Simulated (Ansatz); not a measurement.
# SiPF (triplet): the correlation ladder, cc-pVDZ

An exercise on one series of results from a longer session: the logs are not shown, and one member is left open.

Method: cc-pVDZ, core rule «outside noble gas», up to 11 orbitals frozen; program: Ansatz 0.2.0, Gaussian basis.

To be run: UHF; CCSD(T) on ROHF; CCSD(T) on UHF; BCCD(T) on ROHF; CISD; CCSDT(Q) on ROHF; CCSDT(Q) on UHF.

31 further runs of the same task are left out: 11 for a known fault of the program, 8 that didn't finish, 12 set aside as unsound or not needed.

**The geometry**

The geometry is a PBE0/def2-TZVP stationary point (not a proven minimum).

3 atoms, charge 0, spin multiplicity 3.

Atoms are counted from 1 here; the program's logs count them from 0.

Bond lengths: F1–P2 1.612 Å, P2–Si3 2.219 Å. Angles: F1–P2–Si3 106.4°.

Set-up of the first run:

The input, in.yaml:

```yaml
crystal:
  periodic: [false, false, false]
  atoms:
    - {symbol: F, position_ang: [0.000000, -0.674306, 1.490349]}
    - {symbol: P, position_ang: [0.000000, 0.600388, 0.503498]}
    - {symbol: Si, position_ang: [0.000000, -0.205998, -1.563422]}
basis:
  gaussian: {orbitals: cc-pVDZ}
magnetization: {spin_polarized: true, initial_magnetization: 2}
hamiltonian: {xc: hf}
output: {orbitals: {seedname: orbitals}}
```

Started as:

```sh
$ ansatz run in.yaml --threads 1 --pin off --events-out ev --progress --plain --max-ram 2393MiB
```

Steps of the session up to this table: UHF; CCSD(T) on ROHF; CCSD(T) on UHF; BCCD(T) on ROHF; CISD; CCSDT(Q) on ROHF; CCSDT(Q) on UHF.

One table of the session follows, with a row left open; its other results are not shown here.

It belongs to the step «Misses and costs». 

| method | from UCCSDT(Q) (kcal/mol) |
| --- | --- |
| ROHF | +245.37 |
| UHF | ? |
| RMP2 | +28.55 |
| UMP2 | +29.82 |
| CISD | +34.22 |
| RCCSD | +8.40 |
| UCCSD | +8.29 |
| RCCSD(T) | +1.66 |
| UCCSD(T) | +1.69 |
| BCCD(T) | +1.53 |
| RCCSDT | +0.68 |
| UCCSDT | +0.68 |
| RCCSDT(Q) | +0.09 |
| UCCSDT(Q) | 0 |

Estimate the missing values for UHF.

As computed: from UCCSDT(Q) (kcal/mol): +240.95. In the column «from UCCSDT(Q) (kcal/mol)» it lies between CISD (+34.22) and ROHF (+245.37).

With the free atoms at the same levels and basis (separate runs), the atomisation energy is 5.290 eV at UCCSDT(Q), 5.246 eV at RCCSD(T), 5.243 eV at UCCSD(T), 3.021 eV at ROHF.

Limits of these values: Restricted and unrestricted rows rest on different reference determinants; where their highest levels disagree by more than a few hundredths of an eV, they describe different states and don't form one ladder.
